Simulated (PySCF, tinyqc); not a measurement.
RHF in the sto-3g basis, for H2O, spin multiplicity 1, step by step (part 1 of 2). The lowest restricted solution is unstable here: a spin-polarised one lies 0.0020 hartree lower (PySCF). Computed by tinyqc, a small Python program that keeps every step (integrals from PySCF). Settings: charge = 0, multiplicity = 1, basis = sto-3g, energy threshold = 1e-09, iteration cap = 61, orthogonalisation = canonical, start = highest core orbitals, DIIS depth = 4, method = RHF. Command: `OMP_NUM_THREADS=1 python tinyqc.py 23270 23271 out.jsonl` (the two numbers bound the seeds that draw the settings). One thread of a shared host (Intel(R) Xeon(R) Processor @ 2.60GHz), about 0.07 s of CPU time with the checks. Later iterations appear only in the table of the cycle.

## One-electron integrals

Geometry (angstrom):
```
atom         x          y         z
O     0.000000   0.000000  0.000000
H     0.000000   1.010000  0.813000
H     0.000000  -1.010000  0.813000
```

Basis sto-3g: exponents (1/bohr^2) and contraction coefficients of normalised primitives:
```
element  l (shell)    exponent  coefficient
O            s (1)  130.709320     0.154329
O            s (1)   23.808861     0.535328
O            s (1)    6.443608     0.444635
O            s (2)    5.033151    -0.099967
O            s (2)    1.169596     0.399513
O            s (2)    0.380389     0.700115
O            p (3)    5.033151     0.155916
O            p (3)    1.169596     0.607684
O            p (3)    0.380389     0.391957
H            s (1)    3.425251     0.154329
H            s (1)    0.623914     0.535328
H            s (1)    0.168855     0.444635
```

Overlap, kinetic and nuclear-attraction integrals over the contracted functions; the nuclear repulsion is the sum of Za Zb / Rab.

nuclear repulsion = 6.79219693 hartree

overlap S, lower triangle:
```
           1O 1s     1O 2s    1O 2px     1O 2py    1O 2pz     2H 1s     3H 1s
1O 1s   1.000000
1O 2s   0.236704  1.000000
1O 2px  0.000000  0.000000  1.000000
1O 2py  0.000000  0.000000  0.000000   1.000000
1O 2pz  0.000000  0.000000  0.000000   0.000000  1.000000
2H 1s   0.024243  0.282613  0.000000   0.207366  0.166919  1.000000
3H 1s   0.024243  0.282613  0.000000  -0.207366  0.166919  0.115357  1.000000
```

kinetic energy T (hartree), lower triangle:
```
            1O 1s     1O 2s    1O 2px     1O 2py    1O 2pz      2H 1s     3H 1s
1O 1s   29.003200
1O 2s   -0.168011  0.808128
1O 2px   0.000000  0.000000  2.528731
1O 2py   0.000000  0.000000  0.000000   2.528731
1O 2pz   0.000000  0.000000  0.000000   0.000000  2.528731
2H 1s   -0.007761  0.019934  0.000000   0.072115  0.058049   0.760032
3H 1s   -0.007761  0.019934  0.000000  -0.072115  0.058049  -0.010336  0.760032
```

nuclear attraction V (hartree), lower triangle:
```
             1O 1s      1O 2s     1O 2px     1O 2py     1O 2pz      2H 1s      3H 1s
1O 1s   -61.434733
1O 2s    -7.376296  -9.867188
1O 2px    0.000000   0.000000  -9.755401
1O 2py    0.000000   0.000000   0.000000  -9.826286
1O 2pz   -0.010611  -0.132642   0.000000   0.000000  -9.801330
2H 1s    -0.771912  -2.037608   0.000000  -1.296038  -1.070976  -4.722730
3H 1s    -0.771912  -2.037608   0.000000   1.296038  -1.070976  -0.604412  -4.722730
```

core Hamiltonian H = T + V (hartree), lower triangle:
```
             1O 1s      1O 2s     1O 2px     1O 2py     1O 2pz      2H 1s      3H 1s
1O 1s   -32.431533
1O 2s    -7.544307  -9.059060
1O 2px    0.000000   0.000000  -7.226670
1O 2py    0.000000   0.000000   0.000000  -7.297554
1O 2pz   -0.010611  -0.132642   0.000000   0.000000  -7.272599
2H 1s    -0.779673  -2.017674   0.000000  -1.223923  -1.012927  -3.962698
3H 1s    -0.779673  -2.017674   0.000000   1.223923  -1.012927  -0.614748  -3.962698
```

## Two-electron integrals

Functions are numbered as in S; the eight-fold symmetry (ij|kl) = (ji|kl) = (kl|ij) leaves the list below.

Two-electron integrals (ij|kl) in chemists' order, unique and non-zero (hartree):
```
(11|11) 4.785065    (21|11) 0.741380    (21|21) 0.136873    (22|11) 1.118947
(22|21) 0.256633    (22|22) 0.817206    (31|31) 0.024477    (32|31) 0.037809
(32|32) 0.180518    (33|11) 1.115814    (33|21) 0.256684    (33|22) 0.817023
(33|33) 0.880159    (41|41) 0.024477    (42|41) 0.037809    (42|42) 0.180518
(43|43) 0.047444    (44|11) 1.115814    (44|21) 0.256684    (44|22) 0.817023
(44|33) 0.785270    (44|44) 0.880159    (51|51) 0.024477    (52|51) 0.037809
(52|52) 0.180518    (53|53) 0.047444    (54|54) 0.047444    (55|11) 1.115814
(55|21) 0.256684    (55|22) 0.817023    (55|33) 0.785270    (55|44) 0.785270
(55|55) 0.880159    (61|11) 0.076717    (61|21) 0.014062    (61|22) 0.026259
(61|33) 0.026210    (61|41) 0.000481    (61|42) 0.000913    (61|44) 0.026301
(61|51) 0.000387    (61|52) 0.000735    (61|54) 0.000073    (61|55) 0.026269
(61|61) 0.001462    (62|11) 0.216988    (62|21) 0.050525    (62|22) 0.182074
(62|33) 0.178808    (62|41) 0.002925    (62|42) 0.023940    (62|44) 0.184642
(62|51) 0.002355    (62|52) 0.019270    (62|54) 0.004696    (62|55) 0.182588
(62|61) 0.005301    (62|62) 0.053578    (63|31) 0.004900    (63|32) 0.029907
(63|43) 0.004760    (63|53) 0.003831    (63|63) 0.007043    (64|11) 0.132084
(64|21) 0.031118    (64|22) 0.119808    (64|33) 0.114616    (64|41) 0.006450
(64|42) 0.044487    (64|44) 0.127727    (64|51) 0.001247    (64|52) 0.011736
(64|54) 0.006723    (64|55) 0.116943    (64|61) 0.003383    (64|62) 0.042938
(64|64) 0.041098    (65|11) 0.106321    (65|21) 0.025049    (65|22) 0.096440
(65|33) 0.092260    (65|41) 0.001247    (65|42) 0.011736    (65|44) 0.095152
(65|51) 0.005904    (65|52) 0.039354    (65|54) 0.007087    (65|55) 0.101796
(65|61) 0.002723    (65|62) 0.034563    (65|64) 0.027413    (65|65) 0.029109
(66|11) 0.404132    (66|21) 0.095569    (66|22) 0.397117    (66|33) 0.382994
(66|41) 0.006155    (66|42) 0.071665    (66|44) 0.408447    (66|51) 0.004955
(66|52) 0.057687    (66|54) 0.020489    (66|55) 0.399486    (66|61) 0.010069
(66|62) 0.158321    (66|64) 0.145181    (66|65) 0.116863    (66|66) 0.774606
(71|11) 0.076717    (71|21) 0.014062    (71|22) 0.026259    (71|33) 0.026210
(71|41) -0.000481   (71|42) -0.000913   (71|44) 0.026301    (71|51) 0.000387
(71|52) 0.000735    (71|54) -0.000073   (71|55) 0.026269    (71|61) 0.001441
(71|62) 0.005144    (71|64) 0.003049    (71|65) 0.002646    (71|66) 0.009725
(71|71) 0.001462    (72|11) 0.216988    (72|21) 0.050525    (72|22) 0.182074
(72|33) 0.178808    (72|41) -0.002925   (72|42) -0.023940   (72|44) 0.184642
(72|51) 0.002355    (72|52) 0.019270    (72|54) -0.004696   (72|55) 0.182588
(72|61) 0.005144    (72|62) 0.041716    (72|64) 0.023498    (72|65) 0.026117
(72|66) 0.097790    (72|71) 0.005301    (72|72) 0.053578    (73|31) 0.004900
(73|32) 0.029907    (73|43) -0.004760   (73|53) 0.003831    (73|63) 0.005259
(73|73) 0.007043    (74|11) -0.132084   (74|21) -0.031118   (74|22) -0.119808
(74|33) -0.114616   (74|41) 0.006450    (74|42) 0.044487    (74|44) -0.127727
(74|51) -0.001247   (74|52) -0.011736   (74|54) 0.006723    (74|55) -0.116943
(74|61) -0.003049   (74|62) -0.023498   (74|64) -0.008391   (74|65) -0.014477
(74|66) -0.052063   (74|71) -0.003383   (74|72) -0.042938   (74|74) 0.041098
(75|11) 0.106321    (75|21) 0.025049    (75|22) 0.096440    (75|33) 0.092260
(75|41) -0.001247   (75|42) -0.011736   (75|44) 0.095152    (75|51) 0.005904
(75|52) 0.039354    (75|54) -0.007087   (75|55) 0.101796    (75|61) 0.002646
(75|62) 0.026117    (75|64) 0.014477    (75|65) 0.021372    (75|66) 0.066371
(75|71) 0.002723    (75|72) 0.034563    (75|74) -0.027413   (75|75) 0.029109
(76|11) 0.059714    (76|21) 0.014050    (76|22) 0.055623    (76|33) 0.054277
(76|44) 0.055290    (76|51) 0.000983    (76|52) 0.009899    (76|55) 0.057240
(76|61) 0.001460    (76|62) 0.016609    (76|64) 0.011696    (76|65) 0.012096
(76|66) 0.053760    (76|71) 0.001460    (76|72) 0.016609    (76|74) -0.011696
(76|75) 0.012096    (76|76) 0.006840    (77|11) 0.404132    (77|21) 0.095569
(77|22) 0.397117    (77|33) 0.382994    (77|41) -0.006155   (77|42) -0.071665
(77|44) 0.408447    (77|51) 0.004955    (77|52) 0.057687    (77|54) -0.020489
(77|55) 0.399486    (77|61) 0.009725    (77|62) 0.097790    (77|64) 0.052063
(77|65) 0.066371    (77|66) 0.261148    (77|71) 0.010069    (77|72) 0.158321
(77|74) -0.145181   (77|75) 0.116863    (77|76) 0.053760    (77|77) 0.774606
```

## Orthogonalisation

S = U s U^T; canonical form X = U s^(-1/2), so that X^T S X = 1. Each column of U has its largest component positive (the first on a tie).

eigenvalues of S: 0.547067  0.643444  0.887534  1.000000  1.106784  1.241199  1.573972

X:
```
                1          2          3         4          5          6         7
1O 1s   -0.421199   0.000000   0.685183  0.000000  -0.603433   0.000000  0.229988
1O 2s    0.921011   0.000000  -0.278114  0.000000  -0.311918   0.000000  0.477991
1O 2px   0.000000   0.000000   0.000000  1.000000   0.000000   0.000000  0.000000
1O 2py   0.000000   0.791901   0.000000  0.000000   0.000000   0.693236  0.000000
1O 2pz   0.413966   0.000000   0.687471  0.000000   0.605802   0.000000  0.226296
2H 1s   -0.561646  -0.680819  -0.231601  0.000000   0.193776   0.403172  0.389073
3H 1s   -0.561646   0.680819  -0.231601  0.000000   0.193776  -0.403172  0.389073
```

## Starting guess

The start is the highest orbitals of the core Hamiltonian (a deliberately bad start); D = 2 C_occ C_occ^T.

D at the start, lower triangle:
```
            1O 1s      1O 2s    1O 2px     1O 2py     1O 2pz      2H 1s     3H 1s
1O 1s    0.012693
1O 2s   -0.065019   0.371233
1O 2px   0.000000   0.000000  2.000000
1O 2py   0.000000   0.000000  0.000000   2.215368
1O 2pz   0.125124  -0.482114  0.000000   0.000000   1.894047
2H 1s    0.048229  -0.433427  0.000000  -0.519295  -0.299845   2.345182
3H 1s    0.048229  -0.433427  0.000000   0.519295  -0.299845  -0.159067  2.345182
```

## Iteration 1: building the Fock matrix

J_ij = sum D_kl (ij|kl), K_ij = sum D_kl (ik|jl); F = H + J - 0.5 K; E = tr D H + tr D J / 2 - 0.25 tr D K + E_nn.

Coulomb J (hartree), lower triangle:
```
            1O 1s      1O 2s    1O 2px     1O 2py    1O 2pz     2H 1s     3H 1s
1O 1s    8.309944
1O 2s    1.919289   6.445532
1O 2px   0.000000   0.000000  6.396848
1O 2py   0.000000   0.000000  0.000000   6.495546
1O 2pz  -0.021084  -0.002020  0.000000   0.000000  6.440391
2H 1s    0.196006   1.566637  0.000000   1.090155  0.885555  4.390324
3H 1s    0.196006   1.566637  0.000000  -1.090155  0.885555  0.532401  4.390324
```

exchange K (hartree), lower triangle:
```
            1O 1s      1O 2s    1O 2px     1O 2py    1O 2pz     2H 1s     3H 1s
1O 1s    0.160041
1O 2s    0.227132   1.233873
1O 2px   0.000000   0.000000  1.983669
1O 2py   0.000000   0.000000  0.000000   2.043210
1O 2pz  -0.020094  -0.538097  0.000000   0.000000  1.855295
2H 1s    0.029089   0.317656  0.000000   0.367971  0.184807  1.595870
3H 1s    0.029089   0.317656  0.000000  -0.367971  0.184807  0.129032  1.595870
```

Fock matrix F (hartree), lower triangle:
```
             1O 1s      1O 2s     1O 2px     1O 2py     1O 2pz      2H 1s      3H 1s
1O 1s   -24.201610
1O 2s    -5.738584  -3.230464
1O 2px    0.000000   0.000000  -1.821657
1O 2py    0.000000   0.000000   0.000000  -1.823614
1O 2pz   -0.021648   0.134386   0.000000   0.000000  -1.759855
2H 1s    -0.598211  -0.609865   0.000000  -0.317754  -0.219775  -0.370308
3H 1s    -0.598211  -0.609865   0.000000   0.317754  -0.219775  -0.146863  -0.370308
```

total energy of this density = -28.25059921 hartree

## Iteration 1: diagonalisation and new density

Diagonalise F' = X^T F X, C = X C', fill 5 alpha and 5 beta electrons from the bottom; D = 2 C_occ C_occ^T. Each column has its largest component positive (the first on a tie).

F' = X^T F X (hartree), lower triangle:
```
           1          2           3          4           5          6          7
1  -2.199151
2   0.000000  -0.665486
3   3.577987   0.000000  -10.021306
4   0.000000   0.000000    0.000000  -1.821657
5  -3.672896   0.000000    8.906308   0.000000  -11.682740
6   0.000000  -0.781412    0.000000   0.000000    0.000000  -1.304268
7   1.203879   0.000000   -5.131135   0.000000    5.757161   0.000000  -4.244996
```

orbital energies (hartree): MO1 -24.201638, MO2 -2.053201, MO3 -1.829043, MO4 -1.821657, MO5 -1.693814, MO6 -0.199541, MO7 -0.140711

coefficients C:
```
             MO1        MO2        MO3       MO4        MO5        MO6        MO7
1O 1s   0.999909  -0.221292   0.000000  0.000000  -0.110340   0.054293   0.000000
1O 2s   0.000334   0.939704   0.000000  0.000000   0.470296  -0.383608   0.000000
1O 2px  0.000000   0.000000   0.000000  1.000000   0.000000   0.000000   0.000000
1O 2py  0.000000   0.000000   1.016999  0.000000   0.000000   0.000000  -0.270919
1O 2pz  0.000885  -0.427442   0.000000  0.000000   0.913537  -0.211971   0.000000
2H 1s   0.000228  -0.023123  -0.044868  0.000000  -0.041761   0.745475   0.789968
3H 1s   0.000228  -0.023123   0.044868  0.000000  -0.041761   0.745475  -0.789968
```

D after iteration 1, lower triangle:
```
            1O 1s      1O 2s    1O 2px     1O 2py     1O 2pz     2H 1s     3H 1s
1O 1s    2.121927
1O 2s   -0.519015   2.208443
1O 2px   0.000000   0.000000  2.000000
1O 2py   0.000000   0.000000  0.000000   2.068574
1O 2pz  -0.010652   0.055929  0.000000   0.000000   2.034515
2H 1s    0.019905  -0.082738  0.000000  -0.091261  -0.056533  0.008584
3H 1s    0.019905  -0.082738  0.000000   0.091261  -0.056533  0.000531  0.008584
```

## Iteration 2: building the Fock matrix

As before.

Coulomb J (hartree), lower triangle:
```
            1O 1s     1O 2s    1O 2px     1O 2py    1O 2pz     2H 1s     3H 1s
1O 1s   18.534066
1O 2s    3.533432  8.782213
1O 2px   0.000000  0.000000  8.774771
1O 2py   0.000000  0.000000  0.000000   8.774352
1O 2pz   0.001255  0.000886  0.000000   0.000000  8.774079
2H 1s    0.363305  1.891109  0.000000   1.222414  0.983721  3.975982
3H 1s    0.363305  1.891109  0.000000  -1.222414  0.983721  0.563977  3.975982
```

exchange K (hartree), lower triangle:
```
           1O 1s     1O 2s    1O 2px     1O 2py    1O 2pz     2H 1s     3H 1s
1O 1s   9.836869
1O 2s   1.714415  2.862149
1O 2px  0.000000  0.000000  2.354360
1O 2py  0.000000  0.000000  0.000000   2.361788
1O 2pz  0.000477  0.007126  0.000000   0.000000  2.357448
2H 1s   0.188233  0.573230  0.000000   0.296034  0.241557  0.217383
3H 1s   0.188233  0.573230  0.000000  -0.296034  0.241557  0.110432  0.217383
```

Fock matrix F (hartree), lower triangle:
```
             1O 1s      1O 2s    1O 2px     1O 2py     1O 2pz      2H 1s      3H 1s
1O 1s   -18.815902
1O 2s    -4.868082  -1.707921
1O 2px    0.000000   0.000000  0.370921
1O 2py    0.000000   0.000000  0.000000   0.295903
1O 2pz   -0.009594  -0.135320  0.000000   0.000000   0.322756
2H 1s    -0.510485  -0.413180  0.000000  -0.149527  -0.149984  -0.095408
3H 1s    -0.510485  -0.413180  0.000000   0.149527  -0.149984  -0.105987  -0.095408
```

total energy of this density = -73.51056738 hartree

## Iteration 2: DIIS over 2 matrices

error matrix X^T (FDS - SDF) X:
```
           1          2          3         4          5         6         7
1   0.000000   0.000000  -0.122744  0.000000   0.369329  0.000000  0.545579
2   0.000000   0.000000   0.000000  0.000000   0.000000  0.652344  0.000000
3   0.122744   0.000000   0.000000  0.000000   0.112631  0.000000  0.138083
4   0.000000   0.000000   0.000000  0.000000   0.000000  0.000000  0.000000
5  -0.369329   0.000000  -0.112631  0.000000   0.000000  0.000000  0.085143
6   0.000000  -0.652344   0.000000  0.000000   0.000000  0.000000  0.000000
7  -0.545579   0.000000  -0.138083  0.000000  -0.085143  0.000000  0.000000
```

B (overlaps of the stored error matrices):
```
                1               2
1   4.1794430e-01  -3.1900948e-01
2  -3.1900948e-01   1.8273607e+00
```

Minimise |sum c_i e_i|^2 with sum c_i = 1: solve [B -1; -1 0][c; lambda] = [0; -1] with B_ij = tr e_i^T e_j, and take F = sum c_i F_i.

DIIS coefficients: 0.744408  0.255592

extrapolated F (hartree), lower triangle:
```
             1O 1s      1O 2s     1O 2px     1O 2py     1O 2pz      2H 1s      3H 1s
1O 1s   -22.825068
1O 2s    -5.516091  -2.841315
1O 2px    0.000000   0.000000  -1.261252
1O 2py    0.000000   0.000000   0.000000  -1.281883
1O 2pz   -0.018567   0.065452   0.000000   0.000000  -1.227557
2H 1s    -0.575789  -0.559594   0.000000  -0.274756  -0.201937  -0.300046
3H 1s    -0.575789  -0.559594   0.000000   0.274756  -0.201937  -0.136415  -0.300046
```

## Iteration 2: diagonalisation and new density

As before.

F' = X^T F X (hartree), lower triangle:
```
           1          2          3          4           5          6          7
1  -1.808354
2   0.000000  -0.363039
3   3.348444   0.000000  -9.152896
4   0.000000   0.000000   0.000000  -1.261252
5  -3.406620   0.000000   8.615358   0.000000  -10.848933
6   0.000000  -0.529984   0.000000   0.000000    0.000000  -0.976409
7   1.227874   0.000000  -4.861163   0.000000    5.496575   0.000000  -3.945549
```

orbital energies (hartree): MO1 -22.825743, MO2 -1.611507, MO3 -1.282046, MO4 -1.261252, MO5 -1.214477, MO6 -0.104005, MO7 -0.057402

coefficients C:
```
              MO1        MO2        MO3       MO4        MO5        MO6        MO7
1O 1s    0.998584  -0.245550   0.000000  0.000000  -0.045637   0.066054   0.000000
1O 2s    0.006054   1.017232   0.000000  0.000000   0.182037  -0.428301   0.000000
1O 2px   0.000000   0.000000   0.000000  1.000000   0.000000   0.000000   0.000000
1O 2py   0.000000   0.000000   0.996143  0.000000   0.000000   0.000000  -0.339681
1O 2pz   0.001069  -0.181778   0.000000  0.000000   0.977489  -0.271405   0.000000
2H 1s   -0.000684  -0.010027   0.009139  0.000000   0.014909   0.746786   0.791188
3H 1s   -0.000684  -0.010027  -0.009139  0.000000   0.014909   0.746786  -0.791188
```

D after iteration 2, lower triangle:
```
            1O 1s      1O 2s    1O 2px     1O 2py    1O 2pz     2H 1s     3H 1s
1O 1s    2.119096
1O 2s   -0.504087   2.135870
1O 2px   0.000000   0.000000  2.000000
1O 2py   0.000000   0.000000  0.000000   1.984602
1O 2pz   0.002186  -0.013930  0.000000   0.000000  1.977057
2H 1s    0.002197  -0.014980  0.000000   0.018207  0.032791  0.000814
3H 1s    0.002197  -0.014980  0.000000  -0.018207  0.032791  0.000480  0.000814
```

## Iteration 15 (converged): orbitals

converged F (hartree), lower triangle:
```
             1O 1s      1O 2s     1O 2px     1O 2py     1O 2pz      2H 1s      3H 1s
1O 1s   -20.284757
1O 2s    -5.167154  -2.388686
1O 2px    0.000000   0.000000  -0.393246
1O 2py    0.000000   0.000000   0.000000  -0.166227
1O 2pz   -0.020513  -0.030060   0.000000   0.000000  -0.204073
2H 1s    -0.540802  -0.569021   0.000000  -0.301267  -0.274105  -0.278488
3H 1s    -0.540802  -0.569021   0.000000   0.301267  -0.274105  -0.139620  -0.278488
```

As before.

F' = X^T F X (hartree), lower triangle:
```
           1         2          3          4          5          6          7
1  -1.009910
2   0.000000  0.416725
3   3.057573  0.000000  -7.516559
4   0.000000  0.000000   0.000000  -0.393246
5  -2.777508  0.000000   8.069208   0.000000  -9.381993
6   0.000000  0.076985   0.000000   0.000000   0.000000  -0.461839
7   1.206665  0.000000  -4.311114   0.000000   5.019902   0.000000  -3.613850
```

orbital energies (hartree): MO1 -20.292559, MO2 -1.165287, MO3 -0.468533, MO4 -0.410080, MO5 -0.393246, MO6 0.345614, MO7 0.423420

coefficients C:
```
              MO1        MO2        MO3        MO4       MO5        MO6        MO7
1O 1s    0.994727  -0.247931   0.000000   0.076057  0.000000  -0.084702   0.000000
1O 2s    0.022085   0.944511   0.000000  -0.381279  0.000000   0.461968   0.000000
1O 2px   0.000000   0.000000   0.000000   0.000000  1.000000   0.000000   0.000000
1O 2py   0.000000   0.000000   0.622022   0.000000  0.000000   0.000000   0.848983
1O 2pz   0.002052   0.043555   0.000000   0.716936  0.000000   0.739115   0.000000
2H 1s   -0.003236   0.116588   0.460640   0.383154  0.000000  -0.630557  -0.643330
3H 1s   -0.003236   0.116588  -0.460640   0.383154  0.000000  -0.630557   0.643330
```

D after iteration 15, lower triangle:
```
            1O 1s      1O 2s    1O 2px     1O 2py    1O 2pz      2H 1s     3H 1s
1O 1s    2.113474
1O 2s   -0.482410   2.075924
1O 2px   0.000000   0.000000  2.000000
1O 2py   0.000000   0.000000  0.000000   0.773824
1O 2pz   0.091540  -0.464339  0.000000   0.000000  1.031798
2H 1s   -0.005965  -0.072083  0.000000   0.573057  0.559536   0.745198
3H 1s   -0.005965  -0.072083  0.000000  -0.573057  0.559536  -0.103558  0.745198
```
